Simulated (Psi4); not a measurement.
**M06-L/def2-SVPD run of CH4FSi− (SMILES C[SiH-]F)**

Aim: the vertical ionisation energy of CH4FSi− at M06-L/def2-SVPD, from 2 runs. 

Program for the calculation: Psi4 1.11.

## 1. The system as given

CH4FSi−: 7 atoms, total charge -1, spin state singlet. As SMILES, `C[SiH-]F`. The shape is that of a GFN2-xTB optimisation.

Bond lengths: C1–Si2 1.920 Å, Si2–F3 1.726 Å, C1–H4 1.095 Å, C1–H5 1.096 Å, C1–H6 1.098 Å, Si2–H7 1.522 Å. Angles: C1–Si2–F3 98.7°, C1–Si2–H7 99.7°, F3–Si2–H7 94.5°, Si2–C1–H4 111.2°, Si2–C1–H5 109.2°, Si2–C1–H6 115.2°, H4–C1–H5 106.6°, H4–C1–H6 106.9°, H5–C1–H6 107.3°.

## 2. Energy and forces at M06-L/def2-SVPD

File ch4fsi.py:

```python
import psi4

psi4.set_memory(1600000000)
psi4.set_num_threads(1)
psi4.core.set_output_file('run.log', False)

mol = psi4.geometry("""
-1 1
C     -0.619000     0.374770    -0.292140
Si     0.995600    -0.664820    -0.301260
F      0.619160    -1.743790     0.991740
H     -1.448800    -0.178770    -0.743640
H     -0.473380     1.273380    -0.902000
H     -0.956350     0.705050     0.699130
H      1.882770     0.234180     0.548170
units angstrom
symmetry c1
""")

psi4.set_options({
    'basis': 'def2-SVPD',
    'reference': 'rks',
    'puream': True,
    'e_convergence': 1e-09,
    'd_convergence': 1e-08,
    'scf_type': 'pk',
    'dft_radial_points': 99,
    'dft_spherical_points': 590,
})

e_tot, wfn = psi4.gradient("m06-l", molecule=mol, return_wfn=True)
psi4.oeprop(wfn, "MULLIKEN_CHARGES", "MAYER_INDICES", "LOWDIN_CHARGES", title="M06-L")
print('gradient / Eh bohr^-1')
print(e_tot.np.round(6))
print(f'energy = {wfn.energy():.10f} Eh')
for k, v in sorted(psi4.core.scalar_variables().items()):
    print(f'{k:45s} {v:18.10f}')
```

The run is started by

```
$ python ch4fsi.py
```

run.log:

```text
[...]
  Running in c1 symmetry.
[...]
  Nuclear repulsion =  103.448327172703571
[...]
  Multiplicity = 1
[...]
  Nalpha       = 17
  Nbeta        = 17
[...]
    Number of basis functions: 99
[...]
   @RKS iter   1:  -429.33015645186674   -3.13146e-01   8.24043e-03 ADIIS/DIIS
[...]
   @RKS iter  13:  -429.68518453726983   -6.87805e-12   7.60812e-09 DIIS
[...]
    Orbital Energies [Eh]
    ---------------------
    Doubly Occupied:
       1A    -65.588134     2A    -24.246811     3A     -9.856144
       4A     -5.017275     5A     -3.332178     6A     -3.327885
       7A     -3.323828     8A     -0.882207     9A     -0.463309
      10A     -0.252175    11A     -0.189844    12A     -0.183634
      13A     -0.153913    14A     -0.147252    15A     -0.130156
      16A     -0.065629    17A      0.049678
[...]
  @RKS Final Energy:  -429.68518453726983
   => Energetics <=
    Nuclear Repulsion Energy =            103.4483271727035714
    One-Electron Energy =                -807.4684476078518856
    Two-Electron Energy =                 312.8158732404446027
    DFT Exchange-Correlation Energy =     -38.4809373425660866
    Empirical Dispersion Energy =           0.0000000000000000
    VV10 Nonlocal Energy =                  0.0000000000000000
    Total Energy =                       -429.6851845372698335
[...]
 Multipole Moments:
 ------------------------------------------------------------------------------------
     Multipole            Electronic (a.u.)      Nuclear  (a.u.)        Total (a.u.)
 ------------------------------------------------------------------------------------
 L = 1.  Multiply by 2.5417464519 to convert [e a0] to [Debye]
 Dipole X            :          2.0464911           -2.8957647           -0.8492736
 Dipole Y            :         -5.2405970            5.5653634            0.3247664
 Dipole Z            :          2.1043020           -1.6076120            0.4966900
 Magnitude           :                                                    1.0360694
[...]
  -Total Gradient:
     Atom            X                  Y                   Z
    ------   -----------------  -----------------  -----------------
       1        0.001461341855    -0.003191269644    -0.004525276558
       2       -0.008496095237     0.010660941894     0.015006781571
       3        0.004254093003     0.005283839118    -0.006555555383
       4        0.003050113939     0.002537628124     0.002435762067
       5       -0.000346416184    -0.004464405117     0.003278360687
       6        0.001222359861    -0.001565630751    -0.004932041817
       7       -0.001141006128    -0.009214683542    -0.004604306228
[...]
  Mulliken Charges: (a.u.)
   Center  Symbol    Alpha    Beta     Spin     Total
       1     C     2.90397  2.90397  0.00000  0.19206
       2    SI     6.90787  6.90787  0.00000  0.18425
       3     F     4.83259  4.83259  0.00000 -0.66519
       4     H     0.57281  0.57281  0.00000 -0.14562
       5     H     0.59506  0.59506  0.00000 -0.19012
       6     H     0.58505  0.58505  0.00000 -0.17009
       7     H     0.60265  0.60265  0.00000 -0.20530
   Total alpha = 17.00000, Total beta = 17.00000, Total charge = -1.00000
  Lowdin Charges: (a.u.)
[...]
```

Standard output:

```text
gradient / Eh bohr^-1
[[ 0.001461 -0.003191 -0.004525]
 [-0.008496  0.010661  0.015007]
 [ 0.004254  0.005284 -0.006556]
 [ 0.00305   0.002538  0.002436]
 [-0.000346 -0.004464  0.003278]
 [ 0.001222 -0.001566 -0.004932]
 [-0.001141 -0.009215 -0.004604]]
energy = -429.6851845373 Eh
CURRENT ENERGY                                   -429.6851845373
CURRENT REFERENCE ENERGY                         -429.6851845373
DD SOLVATION ENERGY                                 0.0000000000
DFT FUNCTIONAL TOTAL ENERGY                      -429.6851845373
DFT TOTAL ENERGY                                 -429.6851845373
DFT VV10 ENERGY                                     0.0000000000
DFT XC ENERGY                                     -38.4809373426
GRID ELECTRONS ALPHA                               17.0000003795
GRID ELECTRONS BETA                                17.0000003795
GRID ELECTRONS TOTAL                               34.0000007590
NUCLEAR REPULSION ENERGY                          103.4483271727
ONE-ELECTRON ENERGY                              -807.4684476079
PCM POLARIZATION ENERGY                             0.0000000000
PE ENERGY                                           0.0000000000
SCF ITERATION ENERGY                             -429.6851845373
SCF ITERATIONS                                     13.0000000000
SCF TOTAL ENERGY                                 -429.6851845373
TWO-ELECTRON ENERGY                               312.8158732404
XC GRID RADIAL POINTS                              99.0000000000
XC GRID SPHERICAL POINTS                          590.0000000000
XC GRID TOTAL POINTS                           392405.0000000000
```

Run time: 50 s. Hardware: 1 thread of AMD EPYC 7R43 (Zen 3), shared host; peak memory 0.78 GiB.

## 3. Doublet neutral CH4FSi

File ch4fsi.dat:

```
memory 1600 MB

molecule m {
  0 2
  C     -1.16974047     0.70821266    -0.55206459
  Si     1.88141133    -1.25632772    -0.56929889
  F      1.17004283    -3.29528552     1.87411699
  H     -2.73783521    -0.33782634    -1.40527594
  H     -0.89455855     2.40633945    -1.70453296
  H     -1.80723958     1.33235140     1.32116423
  H      3.55791966     0.44253606     1.03589117
  units bohr
  symmetry c1
  no_reorient
  no_com
}

set {
  basis                def2-SVPD
  reference            uks
  puream               true
  e_convergence        1e-09
  d_convergence        1e-08
  scf_type             pk
  dft_radial_points    99
  dft_spherical_points 590
  maxiter              200
}

energy_value = gradient('m06-l')
```

The run is started by

```
$ psi4 ch4fsi.dat ch4fsi.out -n 1
```

ch4fsi.out, shortened:

```text
[...]
  Running in c1 symmetry.
[...]
  Nuclear repulsion =  103.448327198447259
[...]
  Multiplicity = 2
[...]
  Nalpha       = 17
  Nbeta        = 16
[...]
    Number of basis functions: 99
[...]
   @UKS iter   1:  -429.34639631168386   -3.29386e-01   7.63121e-03 DIIS/ADIIS
[...]
   @UKS iter  13:  -429.62908389320393   -1.98952e-12   5.10282e-09 DIIS
[...]
   @S^2 Observed:                7.524649656E-01
[...]
  @UKS Final Energy:  -429.62908389320393
   => Energetics <=
    Nuclear Repulsion Energy =            103.4483271984472594
    One-Electron Energy =                -799.6901508609049642
    Two-Electron Energy =                 304.8473315342915839
    DFT Exchange-Correlation Energy =     -38.2345917650378269
    Empirical Dispersion Energy =           0.0000000000000000
    VV10 Nonlocal Energy =                  0.0000000000000000
    Total Energy =                       -429.6290838932039264
[...]
 Multipole Moments:
 ------------------------------------------------------------------------------------
     Multipole            Electronic (a.u.)      Nuclear  (a.u.)        Total (a.u.)
 ------------------------------------------------------------------------------------
 L = 1.  Multiply by 2.5417464519 to convert [e a0] to [Debye]
 Dipole X            :        -28.0304193           27.9699876           -0.0604317
 Dipole Y            :         39.6948886          -39.1534812            0.5414074
 Dipole Z            :         -5.5743951            4.8317274           -0.7426677
 Magnitude           :                                                    0.9210479
[...]
  -Total Gradient:
     Atom            X                  Y                   Z
    ------   -----------------  -----------------  -----------------
       1       -0.003599634634     0.007950237459     0.020399704611
       2        0.026496149137    -0.010057473302    -0.062482220092
       3       -0.008631717911    -0.005854040621     0.027997147884
       4        0.003280638311    -0.000004830464     0.001344194421
       5        0.000497235306    -0.002575544768     0.002242243478
       6       -0.008361496740     0.005099993285    -0.003859611394
       7       -0.009707260733     0.005377237188     0.014526559281
[...]
```

Wall time 82 s (1 thread of AMD EPYC 7R43 (Zen 3), shared host); peak memory 0.77 GiB.

## 4. Results

Level: M06-L/def2-SVPD.

```
                                                              quantity          value
                                         singlet CH4FSi−: total energy  -429.68518 Eh
                                          singlet CH4FSi−: HOMO energy        1.35 eV
                                          singlet CH4FSi−: LUMO energy        5.09 eV
singlet CH4FSi−: HOMO–LUMO gap (to an unbound level, set by the basis)        3.74 eV
                             singlet CH4FSi−: largest force on an atom     1.043 eV/Å
                                  doublet neutral CH4FSi: total energy  -429.62908 Eh
                                 doublet neutral CH4FSi: dipole moment         2.34 D
            doublet neutral CH4FSi: HOMO energy (highest over α and β)       -6.25 eV
             doublet neutral CH4FSi: LUMO energy (lowest over α and β)       -4.37 eV
                                          doublet neutral CH4FSi: ⟨S²⟩          0.752
                      doublet neutral CH4FSi: largest force on an atom     3.528 eV/Å
                   vertical detachment energy (to the doublet neutral)       1.527 eV
```

What this shows: The vertical ionisation energy comes to 1.53 eV (35 kcal/mol). The largest force (singlet CH4FSi−) is 1.04 eV/Å: the shape isn't a stationary point for this species at this level. −ε(HOMO) before ionisation, -1.35 eV, is 2.88 eV below this ionisation energy. Mulliken charges (singlet CH4FSi−) run from -0.67 on F3 to +0.19 on C1; in a basis this large or diffuse they mean little. The HOMO (singlet CH4FSi−) lies at positive energy, 1.35 eV, as semi-local functionals often give for anions; only total energies tell whether the electron is bound.
